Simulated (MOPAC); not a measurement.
# BClF (SMILES F[B]Cl) at PM6-D3H4X

Wanted: a geometry optimisation of BClF. 

The results are computed with MOPAC 23.2.5.

10 further runs of the same task are left out: 10 set aside as unsound or not needed.

## Step 1: The structure to begin with

BClF has 3 atoms, charge 0, and is taken as a doublet. SMILES: `F[B]Cl`. All atoms were displaced at random from a relaxed shape. The run starts from this shape.

Bond lengths: F1–B2 1.323 Å, B2–Cl3 1.679 Å. Angles: F1–B2–Cl3 118.1°.

## Step 2: A structure relaxation at PM6-D3H4X

The input, bclf.mop:

```
PM6-D3H4X DISP CYCLES=300 EF UHF DOUBLET GNORM=0.01 PRECISE GRADIENTS AUX(PRECISION=9) THREADS=1


F      0.534452 1     1.066078 1     0.370824 1
B     -0.399074 1     0.297455 1    -0.165123 1
Cl    -0.121043 1    -1.357059 1    -0.228415 1
```

Run with:

```sh
$ mopac bclf.mop
```

Q: Predict the results. Wanted: total energy at the end; dipole moment; HOMO energy; LUMO energy; dispersion energy; heat of formation; ⟨S²⟩.

**Answer.** As computed:

At PM6-D3H4X:

| quantity | value |
| --- | --- |
| total energy at the end | -28.74032 Eh |
| dipole moment | 0.71 D |
| HOMO energy (over α and β) | -8.76 eV |
| LUMO energy (over α and β) | -1.10 eV |
| dispersion energy | -0.02 kJ/mol |
| heat of formation | -80.7 kcal/mol |
| ⟨S²⟩ | 0.753 |

**Reading.** At the final geometry: Bond lengths: F1–B2 1.295 Å, B2–Cl3 1.724 Å. Angles: F1–B2–Cl3 131.7°. The optimisation took 7 steps and changed the energy by -0.155 eV.
